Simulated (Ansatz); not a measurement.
A calculation with Ansatz (development build ahead of 0.2.0).

```yaml
crystal:
  periodic: [false, false, false]
  atoms:
    - { symbol: S, position_ang: [0.0, 0.0, 0.0] }
    - { symbol: H, position_ang: [2.13765, 0.0, 1.23417] }
    - { symbol: H, position_ang: [-1.87259, 0.0, 1.08114] }
basis:
  gaussian: { orbitals: "6-31G" }
total_charge: 1
magnetization:
  initial_magnetization: 3
hamiltonian:
  xc: hf
correlation:
  method: fci
  frozen_orbitals: { H: 0, S: 5 }
```

The input is written out in the form of the current development build from the run's settings.

Output:

```yaml
Converged: yes
Total_energy: -398.16963 hartree
State: lowest quartet root, of any spatial symmetry
```
